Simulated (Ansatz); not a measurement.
System: C$_{2}$H$_{2}$F, charge 0, multiplicity 2. It need not be the lowest isomer of its formula. SMILES: [C](F)=C
Structure (B3LYP-D3(BJ)/def2-TZVP (Ansatz, a first-principles code) minimum search):
```
C
C 1 1.3099
F 2 1.3111 1 130.21
H 1 1.0791 2 120.12 3 180.00
H 1 1.0866 4 119.16 2 -180.00
```
Charge 0, spin multiplicity 2.

Parts of the frozen-core correlation energy in cc-pwCVTZ (Ansatz, hartree). Frozen orbitals: 3; correlated occupied orbitals by spin: 9 and 8; virtual: 145 and 146. UHF or UKS for open shells. Spin-orbit coupling is left out. No relativistic terms.

| term | value |
|---|---|
| reference (HF) | -176.30758 |
| MP2 opposite-spin | -0.40207 |
| MP2 same-spin | ___ |
| CCSD correlation | ___ |
| (T) | ___ |
| T1 diagnostic | 0.035 |
| largest doubles amplitude | 0.107 |
| <S^2> of the reference | 0.930 |

**Question.** Complete the blanks.

**Answer.** 
- MP2 same-spin, value: -0.13642
- CCSD correlation, value: -0.56420
- (T), value: -0.02262
